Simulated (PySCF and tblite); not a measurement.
Values are calculated unless marked as measured or tabulated.
Allyl Fluoride, C₃H₅F, numbered as in [CH2:1]=[CH:2][CH2:3][F:4]. Conformers came from 90 starts (ETKDG and KDG, MMFF94s, GFN2-xTB); geometries are PBE0-D3(BJ)/def2-SVP. Free energies are B3LYP-D3(BJ)/def2-TZVP single points with GFN2-xTB rigid-rotor and vibrational terms (modes under about 100 cm⁻¹ blended into free rotors). Symmetry numbers and mirror images are counted. Conformers within 3 kcal/mol (GFN2-xTB free energy) were kept, 8 at most. GIAO shieldings: PBE0/pcSseg-2. Shifts are against TMS (¹H), TMS (¹³C), CFCl3 (¹⁹F) at the same level. Programs: PySCF with density fitting and tblite.

Torsions listed: C1–C2–C3–F4. Of a mirror pair one member is shown.

```tsv
conformer	shape	point group	mirror pair	ΔE(DFT)	Δ(G−E) at 298.15 K	δ F4 (ppm)
1	0°	Cs	no	0.00	0.00	-253.2
2	-132°	C1	yes	0.24	-0.06	-234.5
```

Energies in kcal/mol; the thermal term leaves out symmetry numbers and mirror images.

(1) Work out the weights at 298.15 K and the ¹⁹F shift of F4 under fast exchange.

Unscaled ¹⁹F shifts at such levels can be off by tens of ppm; differences between conformers or isomers are more reliable.

## Answers

(1) RT = 0.592 kcal/mol. Each conformer gets RT ln(σ/g), with σ the rotational symmetry number and g = 2 for a mirror pair: 1: σ = 1, g = 1, G = 0.00 + 0.00 + 0.00 = 0.00, 0.23 above the lowest, exp(−ΔG/RT) = 0.673; 2: σ = 1, g = 2, G = 0.24 − 0.06 − 0.41 = -0.23, 0.00 above the lowest, exp(−ΔG/RT) = 1.000. The sum is 1.673, so the weights are 40.2, 59.8 %. The averaged shift is -242.0 ppm. At 298.15 K the leading conformer alone gives -234.5 ppm and bare DFT energies give -245.7 ppm.
